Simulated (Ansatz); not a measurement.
**C3H2ClN: basis-set convergence**

The task here is to estimate one member of a computed series from the others.

Method: one geometry, several basis sets; program: Ansatz 0.2.0, Gaussian basis.

Plan: PBE0-D4/def2-SVP; ωB97M-V/def2-SVP; PBE0-D4/def2-QZVPP; ωB97M-V/def2-QZVPP; the functionals' def2-TZVPP values are taken from earlier runs.

### Structure used throughout

The geometry comes from an earlier relaxation with PBE0-D4 in a triple-zeta def2 set; it is a stationary point, not always the lowest conformer.

SMILES `C=C1N=C1Cl`, 7 atoms, charge 0, spin multiplicity 1.

Atoms are counted from 1 here; the program's logs count them from 0.

Bond lengths: C1–C2 1.313 Å, C1–H6 1.081 Å, C1–H7 1.082 Å, C2–N3 1.461 Å, C2–C4 1.384 Å, N3–C4 1.268 Å, C4–Cl5 1.671 Å. Angles: C2–C1–H6 120.2°, C2–C1–H7 120.6°, H6–C1–H7 119.2°, C1–C2–N3 144.9°, C1–C2–C4 162.2°, N3–C2–C4 52.8°, C2–N3–C4 60.5°, C2–C4–N3 66.7°, C2–C4–Cl5 154.2°, N3–C4–Cl5 139.0°.

The first run:

in.yaml

```yaml
crystal:
  periodic: [false, false, false]
  atoms:
    - {symbol: C, position_ang: [0.539219, -0.242801, 1.184812]}
    - {symbol: C, position_ang: [0.112877, -0.130065, -0.051765]}
    - {symbol: N, position_ang: [0.250461, -0.637207, -1.415405]}
    - {symbol: C, position_ang: [-0.579759, 0.289859, -1.174532]}
    - {symbol: Cl, position_ang: [-1.693688, 1.229488, -1.991186]}
    - {symbol: H, position_ang: [0.130538, 0.389247, 1.961295]}
    - {symbol: H, position_ang: [1.301651, -0.966521, 1.441079]}
basis:
  gaussian: {orbitals: def2-SVP}
hamiltonian: {xc: pbe0, dispersion: d4}
output: {orbitals: {seedname: orbitals}}
```

On the command line:

```
> ansatz run in.yaml --threads 2 --pin off --events-out ev --progress --plain --max-ram 4352MiB
```

Steps of the session up to this table: PBE0-D4 in def2-SVP; ωB97M-V in def2-SVP; PBE0-D4 in def2-QZVPP; ωB97M-V in def2-QZVPP.

One of the session's tables, all rows but one given; the rest of the session is left out.

It belongs to the step «Density functionals: the series». 

```
functional       basis  HOMO (eV)
   PBE0-D4    def2-SVP      -7.07
   PBE0-D4  def2-TZVPP      -7.13
   PBE0-D4  def2-QZVPP      -7.16
   ωB97M-V    def2-SVP      -9.22
   ωB97M-V  def2-TZVPP          ?
   ωB97M-V  def2-QZVPP      -9.32
```

Q: Estimate the row for ωB97M-V, def2-TZVPP from the others.

**Answer.** HOMO (eV): -9.29. In the column «HOMO (eV)» it lies between ωB97M-V, def2-QZVPP (-9.32) and ωB97M-V, def2-SVP (-9.22).
